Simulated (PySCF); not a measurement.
Molecule: SMILES [O+]#CCC1CC1, [C₅H₇O]+.

Cartesian coordinates in Å; atom numbers follow the order of the lines, from 1:
```xyz
13

O     2.601    0.959    0.937
C     1.946    0.093    0.662
C     1.025   -0.844    0.238
C     0.029    0.032   -0.571
C    -1.437   -0.276   -0.416
C    -0.881    0.988    0.147
H     0.525   -1.330    1.086
H     1.472   -1.632   -0.381
H     0.399    0.306   -1.549
H    -1.734   -1.062    0.260
H    -2.037   -0.232   -1.313
H    -1.115    1.923   -0.338
H    -0.798    1.075    1.220
```

Total charge +1.

Frames of a GFN2-xTB Langevin trajectory at 200 K; GIAO PBE0/pcSseg-1 shieldings in PySCF 2.14, gas phase, non-relativistic; equivalent atoms averaged within each frame.

δ = σ(ref) − σ, references computed at the same level: H2O for ¹⁷O (σ = 336.08 ppm); ¹³C (σ = 186.93 ppm) and ¹H (σ = 31.72 ppm) vs TMS. The references are static minima.

Question: How do the shifts (ppm) fluctuate along the trajectory?

Answer: 
```
         time (fs)     O1     C2  C5/C6    C3    C4  H7/H8  H11/H12    H9  H10/H13
               250  364.0  162.4   18.7  17.1  10.5   4.23     2.22  2.11     1.67
               425  353.9  162.7   13.8  14.4  28.7   3.88     1.60  2.20     0.89
               625  378.7  169.9   14.0  21.6  12.3   4.13     2.21  1.10     1.23
               800  359.3  163.2   17.7  17.1  25.4   4.52     2.25  2.40     1.55
              1000  346.3  159.8   12.7  11.6  21.9   4.76     2.53  2.75     0.41
    mean of frames  360.4  163.6   15.4  16.4  19.8   4.30     2.17  2.11     1.15
standard deviation   12.2    3.8    2.7   3.7   8.0   0.34     0.34  0.62     0.51
```

5 frames give an uncertainty of the mean of about the standard deviation over 2.2 at best, since frames this close in time may not be independent; classical motion lacks zero-point vibration, and the reference would need the same averaging.
